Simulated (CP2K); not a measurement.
# CH4BF (SMILES CBF): PBE0-D2/x2c-SVPall (dipole form VELOCITY, edge 1S, edge atom 3, lebedev grid 194)

Wanted: core excitations of CH4BF. 

The calculation is run with CP2K 2026.2.

2 further runs of the same task are left out: 2 set aside as unsound or not needed.

**1. The molecule**

CH4BF has 7 atoms, charge 0, and is taken as a singlet. SMILES: `CBF`. The coordinates come from a GFN2-xTB relaxation.

Bond lengths: C1–B2 1.572 Å, B2–F3 1.318 Å, C1–H4 1.089 Å, C1–H5 1.090 Å, C1–H6 1.085 Å, B2–H7 1.175 Å. Angles: C1–B2–F3 118.5°, C1–B2–H7 125.8°, F3–B2–H7 115.8°, B2–C1–H4 110.4°, B2–C1–H5 110.3°, B2–C1–H6 113.9°, H4–C1–H5 105.6°, H4–C1–H6 108.1°, H5–C1–H6 108.1°.

**2. Core excitations at PBE0-D2/x2c-SVPall (dipole form VELOCITY, edge 1S, edge atom 3, lebedev grid 194)**

molecule.xyz reads:

```xyz
7

C     -0.571710     0.364460    -0.136290
B      0.722830    -0.432320     0.262680
F      1.329050    -1.149660    -0.662390
H     -1.326570    -0.311970    -0.535610
H     -0.350810     1.064570    -0.941570
H     -1.015880     0.921000     0.682470
H      1.213090    -0.456090     1.330710
```

calc.inp reads:

```
&GLOBAL
  PROJECT_NAME calc
  RUN_TYPE ENERGY
  PRINT_LEVEL MEDIUM
&END GLOBAL

&FORCE_EVAL
  METHOD QS
  &DFT
    BASIS_SET_FILE_NAME ./x2c_svpall.basis
    POTENTIAL_FILE_NAME POTENTIAL
    AUTO_BASIS RI_XAS MEDIUM
    &QS
      METHOD GAPW
      EPS_DEFAULT 1.0E-10
    &END QS
    &MGRID
      CUTOFF 250
      REL_CUTOFF 40
      NGRIDS 4
    &END MGRID
    &POISSON
      PERIODIC NONE
      POISSON_SOLVER WAVELET
    &END POISSON
    &SCF
      SCF_GUESS ATOMIC
      EPS_SCF 1.0E-07
      MAX_SCF 40
      &OT
        MINIMIZER CG
        PRECONDITIONER FULL_ALL
      &END OT
      &OUTER_SCF
        EPS_SCF 1.0E-07
        MAX_SCF 10
      &END OUTER_SCF
    &END SCF
    &XC
      &XC_FUNCTIONAL
        &HYB_GGA_XC_PBEH
        &END HYB_GGA_XC_PBEH
      &END XC_FUNCTIONAL
      &HF
        FRACTION 0.25
        &SCREENING
          EPS_SCHWARZ 1.0E-09
        &END SCREENING
        &MEMORY
          MAX_MEMORY 1050
        &END MEMORY
      &END HF
      &VDW_POTENTIAL
        POTENTIAL_TYPE PAIR_POTENTIAL
        &PAIR_POTENTIAL
          TYPE DFTD2
          REFERENCE_FUNCTIONAL PBE0
          R_CUTOFF 15
        &END PAIR_POTENTIAL
      &END VDW_POTENTIAL
    &END XC
    &XAS_TDP
      N_EXCITED 8
      TAMM_DANCOFF T
      DIPOLE_FORM VELOCITY
      EXCITATIONS RCS_SINGLET
      GRID F 100 200
      &DONOR_STATES
        DEFINE_EXCITED BY_INDEX
        ATOM_LIST 3
        STATE_TYPES 1S
      &END DONOR_STATES
      &KERNEL
        &XC_FUNCTIONAL
          &HYB_GGA_XC_PBEH
          &END HYB_GGA_XC_PBEH
        &END XC_FUNCTIONAL
        &EXACT_EXCHANGE
          SCALE 0.25
        &END EXACT_EXCHANGE
      &END KERNEL
    &END XAS_TDP
    &PRINT
      &MOMENTS
        PERIODIC F
        REFERENCE COM
        MAX_MOMENT 1
      &END MOMENTS
      &MO_CUBES
        NLUMO 3
        NHOMO -1
        WRITE_CUBE F
      &END MO_CUBES
      &HIRSHFELD OFF
      &END HIRSHFELD
    &END PRINT
  &END DFT
  &SUBSYS
    &CELL
      ABC 9.7 9.7 9.7
      PERIODIC NONE
    &END CELL
    &TOPOLOGY
      COORD_FILE_NAME molecule.xyz
      COORD_FILE_FORMAT XYZ
      &CENTER_COORDINATES
      &END CENTER_COORDINATES
    &END TOPOLOGY
    &KIND C
      BASIS_SET x2c-SVPall
      POTENTIAL ALL
      LEBEDEV_GRID 194
      RADIAL_GRID 75
    &END KIND
    &KIND B
      BASIS_SET x2c-SVPall
      POTENTIAL ALL
      LEBEDEV_GRID 194
      RADIAL_GRID 75
    &END KIND
    &KIND F
      BASIS_SET x2c-SVPall
      POTENTIAL ALL
      LEBEDEV_GRID 194
      RADIAL_GRID 75
    &END KIND
    &KIND H
      BASIS_SET x2c-SVPall
      POTENTIAL ALL
      LEBEDEV_GRID 194
      RADIAL_GRID 75
    &END KIND
  &END SUBSYS
&END FORCE_EVAL
```

The run is started by

```
OMP_NUM_THREADS=1 cp2k.psmp calc.inp > calc.out
```

Q: Predict the results. Wanted: total energy; dipole moment; HOMO energy; LUMO energy; HOMO–LUMO gap; dispersion energy; lowest excitation energy.

**Answer.** As computed:

At PBE0-D2/x2c-SVPall (dipole form VELOCITY, edge 1S, edge atom 3, lebedev grid 194):

| quantity | value |
| --- | --- |
| total energy | -164.94840 Eh |
| dipole moment | 1.11 D |
| HOMO energy | -8.88 eV |
| LUMO energy | -0.37 eV |
| HOMO–LUMO gap | 8.51 eV |
| dispersion energy | -4.51 kJ/mol |
| lowest excitation energy | 671.06 eV |

**Reading.** The brightest of the 8 transitions from the ground state lies at 671.06 eV (2 nm, f = 0.015). The basis has no diffuse functions, so Rydberg states are missing or pushed up, and the true lowest state may lie lower. Roots above 8.9 eV lie over the negative of the HOMO energy, where those of Rydberg kind are poorly described; valence roots are less touched. The basis was made for a relativistic Hamiltonian, but the run is non-relativistic.
